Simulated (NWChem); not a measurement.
System: ethane (C2H6); SMILES CC

Input file for NWChem:

```
start job
memory heap 200 mb stack 900 mb global 1100 mb
geometry units angstroms noautosym nocenter noautoz
  C      0.000000     0.000000     0.759312
  C      0.000000     0.000000    -0.759312
  H     -0.719343     0.719343     1.157926
  H      0.982641     0.263298     1.157926
  H     -0.263298    -0.982641     1.157926
  H     -0.982641    -0.263298    -1.157926
  H      0.719343    -0.719343    -1.157926
  H      0.263298     0.982641    -1.157926
end
basis spherical
  C library 6-31g*
  H library 6-31g*
end
dft
  xc m05-2x
  iterations 150
end
cosmo
  do_cosmo_smd true
  solvent meg
end
task dft energy
```

Excerpt of the output:

```
             Northwest Computational Chemistry Package (NWChem) 7.3.0
             --------------------------------------------------------

                             Geometry "geometry" -> ""
                             -------------------------

 Output coordinates in angstroms (scale by  1.889725989 to convert to a.u.)

  No.       Tag          Charge          X              Y              Z
 ---- ---------------- ---------- -------------- -------------- --------------
    1 C                    6.0000     0.00000000     0.00000000     0.75931200
    2 C                    6.0000     0.00000000     0.00000000    -0.75931200
    3 H                    1.0000    -0.71934300     0.71934300     1.15792600
    4 H                    1.0000     0.98264100     0.26329800     1.15792600
    5 H                    1.0000    -0.26329800    -0.98264100     1.15792600
    6 H                    1.0000    -0.98264100    -0.26329800    -1.15792600
    7 H                    1.0000     0.71934300    -0.71934300    -1.15792600
    8 H                    1.0000     0.26329800     0.98264100    -1.15792600

 Effective nuclear repulsion energy (a.u.)      42.3295865541

                                 NWChem DFT Module
                                 -----------------

 Summary of "ao basis" -> "ao basis" (spherical)
 ------------------------------------------------------------------------------
       Tag                 Description            Shells   Functions and Types
 ---------------- ------------------------------  ------  ---------------------
 C                           6-31g*                  6       14   3s2p1d
 H                           6-31g*                  2        2   2s

 in cosmo_initialize ...
 calling solv_data for solv:meg

 solvent parameters
 solvname_short: meg
 solvname_long:  1,2-ethanediol
 dielec:       40.2450
 dielecinf:     2.0501
 nonaqueous SMD model solvent descriptors
 dielec:       40.2450
 sola:          0.5800
 solb:          0.7800
 solc:          0.0000
 solg:         69.0700
 solh:          0.0000
 soln:          1.4318

          ---------------
          -cosmo- solvent
          ---------------
 Cosmo: York-Karplus, doi: 10.1021/jp992097l
 dielectric constant -eps-     =  40.24
 screen = (eps-1)/(eps    )    =   0.97515
 surface charge correction     = lagrangian

   van der Waals surface
 --------------------------

[...]

                                COSMO-SMD solvation results
                                ---------------------------

             internal energy in gas <Psi(g)|H|Psi(g)> =       -79.800675575504
         internal energy in solvent <Psi(s)|H|Psi(s)> =       -79.800639327583
                               delta internal energy  =         0.000036247922 (    0.02 kcal/mol)
   total free energy in solvent <Psi(s)|H+V/2|Psi(s)> =       -79.801537177274
 polarization energy contribution <Psi(s)|V/2|Psi(s)> =        -0.000897849692 (   -0.56 kcal/mol)
    total free energy in solvent including G(SMD-CDS) =       -79.799476855916
                       G(SMD-CDS) energy contribution =         0.002060321359 (    1.29 kcal/mol)
     1 M fixed-concentration free energy of solvation =         0.001198719589 (    0.75 kcal/mol)

                       DFT Final Molecular Orbital Analysis
                       ------------------------------------

 Vector    7  Occ=2.000000D+00  E=-4.321711D-01
              MO Center=  2.9D-11, -2.4D-11, -2.7D-11, r^2= 1.7D+00
   Bfn.  Coefficient  Atom+Function         Bfn.  Coefficient  Atom+Function
  ----- ------------  ---------------      ----- ------------  ---------------
     5      0.409244  1 C  pz                19     -0.409244  2 C  pz
     9      0.202459  1 C  pz                23     -0.202459  2 C  pz
    29      0.080527  3 H  s                 31      0.080298  4 H  s
    33      0.080298  5 H  s                 35      0.080298  6 H  s
    37      0.080527  7 H  s                 39      0.080298  8 H  s

 Vector    8  Occ=2.000000D+00  E=-4.056649D-01
              MO Center= -9.4D-10,  7.5D-10, -2.5D-09, r^2= 2.4D+00
   Bfn.  Coefficient  Atom+Function         Bfn.  Coefficient  Atom+Function
  ----- ------------  ---------------      ----- ------------  ---------------
     3      0.223770  1 C  px                 4      0.223770  1 C  py
    17     -0.223770  2 C  px                18     -0.223770  2 C  py
    31      0.182598  4 H  s                 33     -0.182598  5 H  s
    35      0.182598  6 H  s                 39     -0.182598  8 H  s
    32      0.172281  4 H  s                 34     -0.172281  5 H  s

 Vector    9  Occ=2.000000D+00  E=-4.056543D-01
              MO Center=  5.5D-10, -5.7D-10, -4.8D-10, r^2= 2.4D+00
   Bfn.  Coefficient  Atom+Function         Bfn.  Coefficient  Atom+Function
  ----- ------------  ---------------      ----- ------------  ---------------
     3      0.223775  1 C  px                 4     -0.223776  1 C  py
    17     -0.223775  2 C  px                18      0.223776  2 C  py
    29     -0.210799  3 H  s                 37     -0.210799  7 H  s
    30     -0.198950  3 H  s                 38     -0.198950  7 H  s
     7      0.122485  1 C  px                 8     -0.122485  1 C  py

 Vector   10  Occ=0.000000D+00  E= 1.598474D-01
              MO Center=  2.5D-09, -3.3D-09,  9.9D-10, r^2= 4.7D+00
   Bfn.  Coefficient  Atom+Function         Bfn.  Coefficient  Atom+Function
  ----- ------------  ---------------      ----- ------------  ---------------
     6      1.599473  1 C  s                 20      1.599473  2 C  s
    30     -0.789665  3 H  s                 32     -0.789769  4 H  s
    34     -0.789769  5 H  s                 36     -0.789769  6 H  s
    38     -0.789665  7 H  s                 40     -0.789769  8 H  s
     9      0.511015  1 C  pz                23     -0.511015  2 C  pz

[...]
```

Level: M05-2X/6-31G* (spherical d), SMD on the gas-phase geometry. Structure relaxed at the PBE0-D3(BJ)/def2-TZVP level. Solvent: ethylene glycol.
